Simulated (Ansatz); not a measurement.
Input file:

```yaml
crystal:
  periodic: [false, false, false]
  atoms:
    - {symbol: Al, position_ang: [0.300000, 0.050000, 3.546000]}
    - {symbol: As, position_ang: [0.000000, 0.000000, 3.546000]}
basis:
  gaussian: {orbitals: aug-cc-pVDZ}
total_charge: 1
magnetization: {spin_polarized: false, initial_magnetization: 3}
correlation: {method: bccd_t, electrons: outside_noble_gas}
```

```sh
$ ansatz run in.yaml --threads 1 --pin off --events-out ev --progress --plain --max-ram 2393MiB
```

Problem. One thing in this input was set wrong on purpose, beside settings that are merely unusual. What is the gravest fault, and what does the program do?

Solution. Atoms on top of each other. How the run ends: converged.
```
712 factors; integrals over basis functions are off by at most 1.2e-5 eV
mean field evaluation 1: about -63548.4678 eV, gradient 1.0e2 eV
mean field evaluation 2: about -63548.6963 eV, gradient 1.0e2 eV
mean field evaluation 4: about -63570.5914 eV, gradient 6.8e0 eV
mean field evaluation 8: about -63570.7171 eV, gradient 1.4e-1 eV
mean field evaluation 16: about -63570.7172 eV, gradient 1.3e-1 eV
mean field evaluation 32: about -63570.1844 eV, gradient 9.4e0 eV
mean field evaluation 64: about -63559.0492 eV, gradient 8.2e1 eV
mean field evaluation 96: about -63554.5519 eV, gradient 8.3e1 eV
mean field evaluation 128: about -63569.6918 eV, gradient 5.5e-2 eV
mean field evaluation 160: about -63569.0461 eV, gradient 1.7e0 eV
...
mean field evaluation 1280: about -63570.7756 eV, gradient 2.7e-1 eV
mean field evaluation 1312: about -63566.6447 eV, gradient 7.9e0 eV
mean field evaluation 1344: about -63568.6764 eV, gradient 5.2e-1 eV
determinant -63570.71829737 eV, -2336.1808076480 hartree, with singles and doubles -63571.88399360 eV, -2336.2236461941 hartree
determinant -63569.69253808 eV, -2336.1431116894 hartree, with singles and doubles -63570.75977566 eV, -2336.1823319467 hartree
determinant -63568.65364962 eV, -2336.1049332426 hartree, with singles and doubles -63569.90666669 eV, -2336.1509807707 hartree
determinant -63568.63463009 eV, -2336.1042342875 hartree, with singles and doubles -63569.92910535 eV, -2336.1518053760 hartree
determinant -63567.46884002 eV, -2336.0613922927 hartree, with singles and doubles -63568.62462535 eV, -2336.1038666204 hartree
determinant -63567.46878020 eV, -2336.0613900946 hartree, with singles and doubles -63568.59481846 eV, -2336.1027712372 hartree
determinant -63565.24540366 eV, -2335.9796825135 hartree, with singles and doubles -63566.77996371 eV, -2336.0360765553 hartree
19 core orbitals not correlated: weight in the atoms' cores, before any rotation towards them, 0.396 or more for the frozen orbitals, at most 0.096 for the correlated occupied ones
reference -63570.71829737 eV, -2336.1808076480 hartree; 5, 2 occupied and 39, 42 virtual orbitals, 768 factors
second order -0.99688762 eV of doubles, -0.02485097 eV of singles
cycle   1  -1.17211530 eV  change   -1.0e-1 eV  update   8.3e-3
cycle   2  -1.17543881 eV  change   -3.3e-3 eV  update   2.3e-3
cycle   3  -1.17588793 eV  change   -4.5e-4 eV  update   7.2e-4
cycle   4  -1.17585462 eV  change    3.3e-5 eV  update   2.3e-4
cycle   5  -1.17585698 eV  change   -2.4e-6 eV  update   4.8e-5
cycle   6  -1.17585604 eV  change    9.4e-7 eV  update   1.2e-5
cycle   7  -1.17585443 eV  change    1.6e-6 eV  update   5.9e-6
perturbative correction -0.00707288 eV, -0.0002599235 hartree
Total energy: -63571.90122469 eV, -2336.2242794249 hartree
```
